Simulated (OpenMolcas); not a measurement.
NH⁻ at 1.048 Å: OpenMolcas input and output

Input (each module block was a call of its own in one work directory; start orbitals came from a preliminary run):

```
&GATEWAY
Coord
2
angstrom
N 0.0 0.0 0.0
H 0.0 0.0 1.0480
Basis=ANO-RCC-VTZP
Group=XY
RX2C
AMFI
ANGMom
0.0 0.0 0.0
RICD
&SEWARD
&GUESSORB
&RASSCF
FileOrb=$CurrDir/o41.orb
Symmetry=1
Spin=4
nActEl=7 0 0
Inactive=1 0
RAS2=3 2
CIRoot=2 2 1
Linear
Iterations=120 100
OrbListing=Nothing
PRWF=0.15
>>COPY $Project.RasOrb $CurrDir/o41.orb
>>COPY $Project.rasscf.h5 $CurrDir/r41.h5
&CASPT2
XMultistate=all
Imaginary=0.2
IPEA=0.25
MaxIter=40
>>COPY $Project.JobMix JOB001
&RASSCF
FileOrb=$CurrDir/o21.orb
Symmetry=1
Spin=2
nActEl=7 0 0
Inactive=1 0
RAS2=3 2
CIRoot=5 5 1
Linear
Iterations=120 100
OrbListing=Nothing
PRWF=0.15
>>COPY $Project.RasOrb $CurrDir/o21.orb
>>COPY $Project.rasscf.h5 $CurrDir/r21.h5
&CASPT2
XMultistate=all
Imaginary=0.2
IPEA=0.25
MaxIter=40
>>COPY $Project.JobMix JOB002
&RASSCF
FileOrb=$CurrDir/o22.orb
Symmetry=2
Spin=2
nActEl=7 0 0
Inactive=1 0
RAS2=3 2
CIRoot=6 6 1
Linear
Iterations=120 100
OrbListing=Nothing
PRWF=0.15
>>COPY $Project.RasOrb $CurrDir/o22.orb
>>COPY $Project.rasscf.h5 $CurrDir/r22.h5
&CASPT2
XMultistate=all
Imaginary=0.2
IPEA=0.25
MaxIter=40
>>COPY $Project.JobMix JOB003
```

```bash
pymolcas m.inp
```

RASSCF and CASPT2 output of these blocks, in excerpt:

```
++    Wave function specifications:
      Number of closed shell electrons           2
      Number of electrons in active shells       7
      Number of inactive orbitals                1
      Number of active orbitals                  5
      Number of secondary orbitals              38
      Spin quantum number                      1.5
      State symmetry                             1
++    Orbital specifications:
      Symmetry species                           1   2
                                                 a   b
      Frozen orbitals                            0   0
      Inactive orbitals                          1   0
      Active orbitals                            3   2
      RAS2 orbitals                              3   2
      Secondary orbitals                        20  18
      Number of basis functions                 24  20
      printout of CI-coefficients larger than  0.15 for root  1
      energy=     -54.941314
      conf/sym  111 22     Coeff  Weight
             3  u22 uu   0.99204 0.98415
      printout of CI-coefficients larger than  0.15 for root  2
      energy=     -54.663691
      conf/sym  111 22     Coeff  Weight
             2  2u2 uu  -0.99204 0.98415
      Natural orbitals and occupation numbers for root  1
      sym 1:   1.000000   2.000000   2.000000
      sym 2:   1.000000   1.000000
      Natural orbitals and occupation numbers for root  2
      sym 1:   2.000000   1.000000   2.000000
      sym 2:   1.000000   1.000000
      RASSCF energy for state  2                    -54.66369096
::    RASSCF root number  1 Total energy:    -54.94131354
::    RASSCF root number  2 Total energy:    -54.66369096
      Von Neumann Entropy (Root   1) =  1.50000
++    Wave function specifications:
      Number of closed shell electrons           0
      Number of electrons in active shells       7
      Number of inactive orbitals                0
      Number of active orbitals                  5
      Number of secondary orbitals              38
      Spin quantum number                      1.5
      State symmetry                             1
      Number of CSFs                             4
      Number of CASSCF root(s) available         2
      CASPT2 state passed to geometry opt.       2
      A file JOBMIX will be created
      This is a MULTI-STATE CASSCF reference
      Number of CI roots used                    2
      These are:                                 1   2
      Off-diagonal elements of Heff are computed
  FINAL CASPT2 RESULT:
      Reference energy:         -54.9413135361
      E2 (Non-variational):      -0.1780138820
      Shift correction:          -0.0017419760
      E2 (Variational):          -0.1797558580
      Total energy:             -55.1210693941
      Reference weight:           0.93827
  FINAL CASPT2 RESULT:
      Reference energy:         -54.6636909627
      E2 (Non-variational):      -0.1493459644
      Shift correction:          -0.0025256199
      E2 (Variational):          -0.1518715843
      Total energy:             -54.8155625470
      Reference weight:           0.93011
       Total XMS-CASPT2 energies:
::    XMS-CASPT2 Root  1     Total energy:    -55.12108838
::    XMS-CASPT2 Root  2     Total energy:    -54.81554356
++    Wave function specifications:
      Number of closed shell electrons           2
      Number of electrons in active shells       7
      Number of inactive orbitals                1
      Number of active orbitals                  5
      Number of secondary orbitals              38
      Spin quantum number                      0.5
      State symmetry                             1
      printout of CI-coefficients larger than  0.15 for root  1
      energy=     -54.937464
      conf/sym  111 22     Coeff  Weight
            10  u22 du   0.86528 0.74871
            11  u22 ud  -0.49957 0.24957
      printout of CI-coefficients larger than  0.15 for root  2
      energy=     -54.884334
      conf/sym  111 22     Coeff  Weight
            10  u22 du  -0.49973 0.24973
            11  u22 ud  -0.86556 0.74920
      printout of CI-coefficients larger than  0.15 for root  3
      energy=     -54.884334
      conf/sym  111 22     Coeff  Weight
             9  u22 20   0.70673 0.49946
            12  u22 02  -0.70673 0.49946
      printout of CI-coefficients larger than  0.15 for root  4
      energy=     -54.853357
      conf/sym  111 22     Coeff  Weight
             9  u22 20  -0.69474 0.48267
            12  u22 02  -0.69474 0.48267
      printout of CI-coefficients larger than  0.15 for root  5
      energy=     -54.745168
      conf/sym  111 22     Coeff  Weight
            20  0u2 22  -0.99266 0.98537
      Natural orbitals and occupation numbers for root  1
      sym 1:   1.000000   2.000000   2.000000
      sym 2:   1.000000   1.000000
      Natural orbitals and occupation numbers for root  2
      sym 1:   1.000000   2.000000   2.000000
      sym 2:   1.000000   1.000000
      Natural orbitals and occupation numbers for root  3
      sym 1:   1.000000   2.000000   2.000000
      sym 2:   1.000000   1.000000
      Natural orbitals and occupation numbers for root  4
      sym 1:   0.999537   1.940339   1.992807
      sym 2:   1.033659   1.033659
      Natural orbitals and occupation numbers for root  5
      sym 1:   0.001423   1.000069   1.999071
      sym 2:   1.999718   1.999718
      RASSCF energy for state  5                    -54.74516834
::    RASSCF root number  1 Total energy:    -54.93746369
::    RASSCF root number  2 Total energy:    -54.88433381
::    RASSCF root number  3 Total energy:    -54.88433381
::    RASSCF root number  4 Total energy:    -54.85335675
::    RASSCF root number  5 Total energy:    -54.74516834
      Von Neumann Entropy (Root   1) =  1.50000
++    Wave function specifications:
      Number of closed shell electrons           0
      Number of electrons in active shells       7
      Number of inactive orbitals                0
      Number of active orbitals                  5
      Number of secondary orbitals              38
      Spin quantum number                      0.5
      State symmetry                             1
      Number of CSFs                            20
      Number of CASSCF root(s) available         5
      CASPT2 state passed to geometry opt.       5
      A file JOBMIX will be created
      This is a MULTI-STATE CASSCF reference
      Number of CI roots used                    5
      These are:                                 1   2   3   4   5
      Off-diagonal elements of Heff are computed
  FINAL CASPT2 RESULT:
      Reference energy:         -54.9374636928
      E2 (Non-variational):      -0.1718285987
      Shift correction:          -0.0017162360
      E2 (Variational):          -0.1735448347
      Total energy:             -55.1110085274
      Reference weight:           0.93766
  FINAL CASPT2 RESULT:
      Reference energy:         -54.8843338144
      E2 (Non-variational):      -0.1736872613
      Shift correction:          -0.0012463772
      E2 (Variational):          -0.1749336385
      Total energy:             -55.0592674529
      Reference weight:           0.94284
  FINAL CASPT2 RESULT:
      Reference energy:         -54.8843338144
      E2 (Non-variational):      -0.1736843103
      Shift correction:          -0.0012460902
      E2 (Variational):          -0.1749304005
      Total energy:             -55.0592642150
      Reference weight:           0.94284
  FINAL CASPT2 RESULT:
      Reference energy:         -54.8533567473
      E2 (Non-variational):      -0.1658360352
      Shift correction:          -0.0010101060
      E2 (Variational):          -0.1668461411
      Total energy:             -55.0202028884
      Reference weight:           0.94790
  FINAL CASPT2 RESULT:
      Reference energy:         -54.7451683387
      E2 (Non-variational):      -0.2843856111
      Shift correction:          -0.0048772412
      E2 (Variational):          -0.2892628524
      Total energy:             -55.0344311910
      Reference weight:           0.87690
       Total XMS-CASPT2 energies:
::    XMS-CASPT2 Root  1     Total energy:    -55.11100853
::    XMS-CASPT2 Root  2     Total energy:    -55.05926745
::    XMS-CASPT2 Root  3     Total energy:    -55.05926421
::    XMS-CASPT2 Root  4     Total energy:    -55.03452481
::    XMS-CASPT2 Root  5     Total energy:    -55.02010927
++    Wave function specifications:
      Number of closed shell electrons           2
      Number of electrons in active shells       7
      Number of inactive orbitals                1
      Number of active orbitals                  5
      Number of secondary orbitals              38
      Spin quantum number                      0.5
      State symmetry                             2
      printout of CI-coefficients larger than  0.15 for root  1
      energy=     -54.918718
      conf/sym  111 22     Coeff  Weight
            14  022 u2  -0.98927 0.97865
      printout of CI-coefficients larger than  0.15 for root  2
      energy=     -54.918718
      conf/sym  111 22     Coeff  Weight
            13  022 2u   0.98927 0.97865
      printout of CI-coefficients larger than  0.15 for root  3
      energy=     -54.790457
      conf/sym  111 22     Coeff  Weight
            12  ud2 u2  -0.83567 0.69835
            20  uu2 d2   0.52997 0.28087
      printout of CI-coefficients larger than  0.15 for root  4
      energy=     -54.790457
      conf/sym  111 22     Coeff  Weight
            11  ud2 2u   0.83567 0.69835
            19  uu2 2d  -0.52997 0.28087
      printout of CI-coefficients larger than  0.15 for root  5
      energy=     -54.729172
      conf/sym  111 22     Coeff  Weight
            12  ud2 u2   0.52650 0.27721
            20  uu2 d2   0.84503 0.71408
      printout of CI-coefficients larger than  0.15 for root  6
      energy=     -54.729172
      conf/sym  111 22     Coeff  Weight
            11  ud2 2u  -0.52650 0.27721
            19  uu2 2d  -0.84503 0.71408
      Natural orbitals and occupation numbers for root  1
      sym 1:   0.001369   1.998782   1.999972
      sym 2:   1.000000   1.999877
      Natural orbitals and occupation numbers for root  2
      sym 1:   0.001369   1.998782   1.999972
      sym 2:   1.999877   1.000000
      Natural orbitals and occupation numbers for root  3
      sym 1:   0.851246   1.149041   1.999759
      sym 2:   1.000000   1.999954
      Natural orbitals and occupation numbers for root  4
      sym 1:   0.851246   1.149041   1.999759
      sym 2:   1.999954   1.000000
      Natural orbitals and occupation numbers for root  5
      sym 1:   0.953488   1.046979   1.999549
      sym 2:   1.000000   1.999984
      Natural orbitals and occupation numbers for root  6
      sym 1:   0.953488   1.046979   1.999549
      sym 2:   1.999984   1.000000
      RASSCF energy for state  6                    -54.72917219
::    RASSCF root number  1 Total energy:    -54.91871837
::    RASSCF root number  2 Total energy:    -54.91871836
::    RASSCF root number  3 Total energy:    -54.79045718
::    RASSCF root number  4 Total energy:    -54.79045718
::    RASSCF root number  5 Total energy:    -54.72917219
::    RASSCF root number  6 Total energy:    -54.72917219
      Von Neumann Entropy (Root   1) =  0.50818
++    Wave function specifications:
      Number of closed shell electrons           0
      Number of electrons in active shells       7
      Number of inactive orbitals                0
      Number of active orbitals                  5
      Number of secondary orbitals              38
      Spin quantum number                      0.5
      State symmetry                             2
      Number of CSFs                            20
      Number of CASSCF root(s) available         6
      CASPT2 state passed to geometry opt.       6
      A file JOBMIX will be created
      This is a MULTI-STATE CASSCF reference
      Number of CI roots used                    6
      These are:                                 1   2   3   4   5   6
      Off-diagonal elements of Heff are computed
  FINAL CASPT2 RESULT:
      Reference energy:         -54.9187183652
      E2 (Non-variational):      -0.2387773842
      Shift correction:          -0.0025968936
      E2 (Variational):          -0.2413742779
      Total energy:             -55.1600926431
      Reference weight:           0.91186
  FINAL CASPT2 RESULT:
      Reference energy:         -54.9187183629
      E2 (Non-variational):      -0.2387773855
      Shift correction:          -0.0025968937
      E2 (Variational):          -0.2413742792
      Total energy:             -55.1600926421
      Reference weight:           0.91186
  FINAL CASPT2 RESULT:
      Reference energy:         -54.7904571758
      E2 (Non-variational):      -0.1848072782
      Shift correction:          -0.0021713484
      E2 (Variational):          -0.1869786267
      Total energy:             -54.9774358025
      Reference weight:           0.92730
  FINAL CASPT2 RESULT:
      Reference energy:         -54.7904571753
      E2 (Non-variational):      -0.1848052925
      Shift correction:          -0.0021710169
      E2 (Variational):          -0.1869763094
      Total energy:             -54.9774334847
      Reference weight:           0.92730
  FINAL CASPT2 RESULT:
      Reference energy:         -54.7291721942
      E2 (Non-variational):      -0.1871141570
      Shift correction:          -0.0016948904
      E2 (Variational):          -0.1888090475
      Total energy:             -54.9179812417
      Reference weight:           0.93223
  FINAL CASPT2 RESULT:
      Reference energy:         -54.7291721940
      E2 (Non-variational):      -0.1871141556
      Shift correction:          -0.0016948904
      E2 (Variational):          -0.1888090460
      Total energy:             -54.9179812400
      Reference weight:           0.93223
       Total XMS-CASPT2 energies:
::    XMS-CASPT2 Root  1     Total energy:    -55.15892588
```

Only roots inside an energy window near the equilibrium distance were included, so the list of states is not complete; labels number the states computed. Each spin and symmetry block has orbitals of its own, averaged over its own roots, so gaps between blocks are less sure than gaps within one and near the minimum can be off by tenths of an eV, in bad cases by more. No Rydberg orbitals are active, so Rydberg states, and σ→σ* states whose orbital the CASSCF left unused, can be missing between those listed. For an anion, states above the electron-detachment threshold (often below 1 to 3 eV) are held by the basis set and are not bound levels. The CASPT2 reference weights are uneven, so some states carry less reliable energies.
